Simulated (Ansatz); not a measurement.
System: hcp Zn. Method: PBE in Ansatz (PAW).

Settings: plane-wave cutoff 520 eV, 16×16×10 k mesh (along the axes of the cell as run), Fermi–Dirac smearing 0.1 eV, perturbation theory, force constants from a 4×4×2 q mesh, scalar-relativistic PAW data made under PBE.

Computed at the level's own relaxed cell. Harmonic vibrational thermodynamics at fixed volume:

```tsv
T (K)	S_vib (J/K per mol of atoms)	C_V (J/K per mol of atoms)	F_vib (eV/atom)
0	0.00	0.00	0.0212
200	33.77	23.36	-0.0149
300	43.44	24.21	-0.0552
400	50.45	24.53	-0.1040
500	55.94	24.67	-0.1592
900	70.51	24.86	-0.4242
1000	73.13	24.87	-0.4987
```

The crystal is taken as a harmonic solid at every temperature: melting, phase changes and thermal expansion are not seen, nor the electrons' share in a metal.

Ansatz is a program for electronic structure.
